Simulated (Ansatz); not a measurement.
C2H6N2O (`NC(N)=CO`), relaxed with RKS PBE0-D4/def2-TZVP in Ansatz 0.2.0 from a PBE-D4/def2-SVP geometry. The force threshold is 0.005 eV/Å; the program also tests the step.

Total charge 0; spin multiplicity 1.

Start:

```xyz
11

N     0.363    1.066   -0.874
C     0.280   -0.104   -0.097
N     1.238   -1.098   -0.374
C    -0.618   -0.237    0.918
O    -1.693    0.645    1.007
H     0.255    0.882   -1.880
H    -0.361    1.730   -0.576
H     1.972   -0.779   -1.009
H     0.856   -2.003   -0.655
H    -0.571   -1.087    1.621
H    -1.721    0.985    1.919
```

```tsv
step	energy (eV)	largest force (eV/Å)	largest move (Å)
1	-7192.8881	0.972	0.000
2	-7192.9418	0.277	0.037
3	-7192.9472	0.064	0.019
4 (rejected)	-7192.9467	0.167	0.035
5	-7192.9484	0.034	0.017
6	-7192.9486	0.019	0.009
7	-7192.9487	0.008	0.006
8	-7192.9487	0.008	0.004
9	-7192.9487	0.008	0.004
10	-7192.9488	0.014	0.016
11	-7192.9488	0.011	0.010
12	-7192.9488	0.009	0.009
13	-7192.9488	0.005	0.001
```

End:

```xyz
11

N     0.338    1.046   -0.882
C     0.261   -0.101   -0.091
N     1.209   -1.095   -0.365
C    -0.610   -0.235    0.912
O    -1.666    0.650    1.035
H     0.302    0.847   -1.873
H    -0.377    1.714   -0.629
H     1.976   -0.760   -0.928
H     0.828   -1.956   -0.722
H    -0.559   -1.070    1.602
H    -1.703    0.961    1.943
```

Run time 25 s (4 threads of an Arm Neoverse V2 on a shared host); peak host memory 0.43 GiB.
